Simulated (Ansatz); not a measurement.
# C6H12: one species, many methods

The task here is to estimate one member of a computed series from the others.

Computed with Ansatz 0.2.0, Gaussian basis. Level: functionals in def2-TZVPP, the program's frozen cores in correlated methods.

The runs, in order: LDA (SPW92), PBE-D4, revPBE-D4, BLYP-D4, r2SCAN-D4, B97M-V, PBE0-D4, B3LYP-D4, r2SCANh-D4, r2SCAN0-D4, HSE06-D4, BHLYP-D4, CAM-B3LYP-D4, LC-ωPBE, ωB97X-V, ωB97M-V, B2PLYP, PBE-QIDH; CCSD(T)/def2-SVP; CCSD(T)/def2-TZVPP; MP2/def2-QZVPP; extrapolation to the limit; RPA on PBE.

1 further run of the same task is left out (set aside as unsound or not needed).

## The geometry

All runs share one geometry, relaxed beforehand with PBE0-D4 in a triple-zeta def2 set.

18 atoms, charge 0, spin multiplicity 1.

Atoms are counted from 1 here; the program's logs count them from 0.

Bond lengths: C1–C2 1.491 Å, C1–H7 1.092 Å, C1–H8 1.095 Å, C1–H9 1.095 Å, C2–C3 1.327 Å, C2–H10 1.088 Å, C3–C4 1.499 Å, C3–H11 1.091 Å, C4–C5 1.528 Å, C4–C6 1.519 Å, C4–H12 1.100 Å, C5–H13 1.094 Å, C5–H14 1.093 Å, C5–H15 1.093 Å, C6–H16 1.094 Å, C6–H17 1.092 Å, C6–H18 1.092 Å. Angles: C2–C1–H7 111.4°, C2–C1–H8 111.2°, C2–C1–H9 111.2°, H7–C1–H8 108.1°, H7–C1–H9 108.1°, H8–C1–H9 106.5°, C1–C2–C3 124.6°, C1–C2–H10 116.1°, C3–C2–H10 119.3°, C2–C3–C4 127.2°, C2–C3–H11 118.1°, C4–C3–H11 114.8°, C3–C4–C5 109.9°, C3–C4–C6 114.1°, C3–C4–H12 106.8°, C5–C4–C6 110.9°, C5–C4–H12 107.0°, C6–C4–H12 107.8° and more.

The first run:

The input, in.yaml:

```yaml
crystal:
  periodic: [false, false, false]
  atoms:
    - {symbol: C, position_ang: [2.785463, 0.500993, 0.222765]}
    - {symbol: C, position_ang: [1.308921, 0.439362, 0.418913]}
    - {symbol: C, position_ang: [0.517927, -0.494769, -0.094646]}
    - {symbol: C, position_ang: [-0.969933, -0.603098, 0.052877]}
    - {symbol: C, position_ang: [-1.629740, -0.628844, -1.325062]}
    - {symbol: C, position_ang: [-1.585274, 0.473771, 0.929295]}
    - {symbol: H, position_ang: [3.140173, -0.323164, -0.399729]}
    - {symbol: H, position_ang: [3.083077, 1.440516, -0.254285]}
    - {symbol: H, position_ang: [3.314232, 0.456468, 1.180590]}
    - {symbol: H, position_ang: [0.874495, 1.226321, 1.031520]}
    - {symbol: H, position_ang: [0.973946, -1.273186, -0.707738]}
    - {symbol: H, position_ang: [-1.171819, -1.576135, 0.524214]}
    - {symbol: H, position_ang: [-1.480611, 0.325563, -1.837788]}
    - {symbol: H, position_ang: [-1.206694, -1.415406, -1.954848]}
    - {symbol: H, position_ang: [-2.705155, -0.805450, -1.241082]}
    - {symbol: H, position_ang: [-1.429380, 1.466963, 0.498063]}
    - {symbol: H, position_ang: [-1.156984, 0.471129, 1.934205]}
    - {symbol: H, position_ang: [-2.662642, 0.318995, 1.022747]}
basis:
  gaussian: {orbitals: def2-TZVPP}
hamiltonian: {xc: lda}
output: {orbitals: {seedname: orbitals}}
```

On the command line:

```console
$ ansatz run in.yaml --threads 2 --pin off --events-out ev --progress --plain --max-ram 32768MiB --backend cuda --devices 0, --max-vram 18GiB
```

Steps of the session up to this table: LDA; PBE-D4 (GGA); revPBE-D4 (GGA); BLYP-D4 (GGA); r2SCAN-D4 (meta-GGA); B97M-V (meta-GGA); PBE0-D4 (hybrid); B3LYP-D4 (hybrid); r2SCANh-D4 (hybrid); r2SCAN0-D4 (hybrid); HSE06-D4 (hybrid); BHLYP-D4 (hybrid); CAM-B3LYP-D4 (range-separated); LC-ωPBE (range-separated); ωB97X-V (range-separated); ωB97M-V (range-separated); B2PLYP (double hybrid); PBE-QIDH (double hybrid).

One table of the session follows, with a row left open; its other results are not shown here.

It belongs to the step «Orbital energies across the functionals». 

| functional | HOMO (eV) | LUMO (eV) | gap (eV) |
| --- | --- | --- | --- |
| LDA (SPW92) | -5.95 | -0.56 | 5.39 |
| PBE-D4 | -5.80 | -0.34 | 5.46 |
| revPBE-D4 | -5.74 | -0.25 | 5.49 |
| BLYP-D4 | -5.66 | -0.22 | 5.44 |
| r2SCAN-D4 | -5.98 | -0.07 | 5.91 |
| B97M-V | -6.03 | -0.07 | 5.96 |
| PBE0-D4 | -6.90 | 0.68 | 7.58 |
| B3LYP-D4 | ? | ? | ? |
| r2SCANh-D4 | -6.40 | 0.29 | 6.69 |
| r2SCAN0-D4 | -7.03 | 0.84 | 7.87 |
| HSE06-D4 | -6.50 | 0.30 | 6.80 |
| BHLYP-D4 | -7.87 | 1.67 | 9.54 |
| CAM-B3LYP-D4 | -8.23 | 1.74 | 9.97 |
| LC-ωPBE | -9.60 | 2.96 | 12.56 |
| ωB97X-V | -9.23 | 2.82 | 12.05 |
| ωB97M-V | -9.14 | 2.55 | 11.69 |

Q: Estimate the row for B3LYP-D4 from the others.

Worked estimate for «HOMO (eV)». Against the share of exact exchange, BLYP-D4 (0, -5.66), BHLYP-D4 (0.5, -7.87) give a slope of -4.42 per unit share; at 0.2 the line stands at -6.54.

As computed: HOMO (eV): -6.70; LUMO (eV): 0.42; gap (eV): 7.12. In «HOMO (eV)» the line misses by +0.16.
